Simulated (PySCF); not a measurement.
Molecule: Acetyl fluoride (FC(C)=O, C2H3FO).

Molfile (atoms numbered from 1):
```
C2H3FO
     RDKit          3D

  7  6  0  0  0  0  0  0  0  0999 V2000
   -0.6379   -0.1346    0.0718 C   0  0  0  0  0  0  0  0  0  0  0  0
    0.8318    0.0468   -0.1046 C   0  0  0  0  0  0  0  0  0  0  0  0
    1.6796   -0.7763   -0.1339 O   0  0  0  0  0  0  0  0  0  0  0  0
    1.1396    1.3497   -0.2265 F   0  0  0  0  0  0  0  0  0  0  0  0
   -0.9508    0.3425    1.0127 H   0  0  0  0  0  0  0  0  0  0  0  0
   -0.8842   -1.2015    0.0932 H   0  0  0  0  0  0  0  0  0  0  0  0
   -1.1770    0.3707   -0.7423 H   0  0  0  0  0  0  0  0  0  0  0  0
  1  2  1  0
  2  3  2  0
  2  4  1  0
  1  5  1  0
  1  6  1  0
  1  7  1  0
M  END
```

Geometry PBE0-D3(BJ)/def2-SVP throughout; GIAO in PySCF 2.14.0 with density-fitted response routines, gas phase, one conformer, non-relativistic; equivalent atoms averaged; basis pcSseg-2.

Q: How do the absolute shieldings σ depend on the functional? (ppm; last column core-seconds on 1 thread of an x86-64 server CPU, shared host)

A: 
```csv
functional,kind,C2,C1,O3,F4,H5/H6/H7,core-s
WP04,global hybrid,-1.0,150.6,-128.3,130.4,29.49,13
B97-2,global hybrid,14.6,163.9,-114.4,130.4,29.31,9.2
BHandHLYP,global hybrid,11.7,164.6,-128.6,150.6,29.36,8.4
CAM-B3LYP,range-separated hybrid,8.1,162.8,-127.6,131.7,29.24,12
wB97X-D,range-separated hybrid,11.7,164.0,-126.5,131.0,29.30,14
LC-wPBE,range-separated hybrid,11.6,167.3,-121.5,136.2,29.26,22
```

Q: Which nucleus moves most, in ppm?

A: F4 (fluorine bonded to C): from 130.4 ppm with WP04 to 150.6 ppm with BHandHLYP. The smallest spread is 0.25 ppm, at H5/H6/H7. Proton shifts span only some 12 ppm, so a few tenths of a ppm matter as much there as several ppm in carbon.
